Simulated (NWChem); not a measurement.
What each level costs for silicon monoxide (OSi)

```
Si
O 1 1.5233
```
Charge 0, spin multiplicity 1.

The numbers come from NWChem runs, not from measurements. Structure: optimised with PBE0/def2-SVP, a minimum by its harmonic frequencies.

Basis set: def2-QZVP (127 functions). Each entry is one whole single-point run; the coupled-cluster runs use the TCE module, and the SCF and DFT modules converge to different thresholds.

The correlated methods keep 6 core orbitals frozen. B3LYP has NWChem's definition, with VWN1-RPA local correlation. GW and range-separated runs recompute their integrals, the others keep them in memory, which bears on the times.

### Question
Roughly how much processor time does each of these take, relative to RHF: MP2, B2PLYP, PBE, B3LYP, LC-wPBE (omega 0.3 per bohr), CR-CCSD(T)?

### Answer
B3LYP about the same, within a factor of 3; PBE about the same, within a factor of 3; MP2 about the same, within a factor of 3; B2PLYP about the same, within a factor of 3; CR-CCSD(T) about 10; LC-wPBE (omega 0.3 per bohr) about 30 (rough ratios from shared machines).
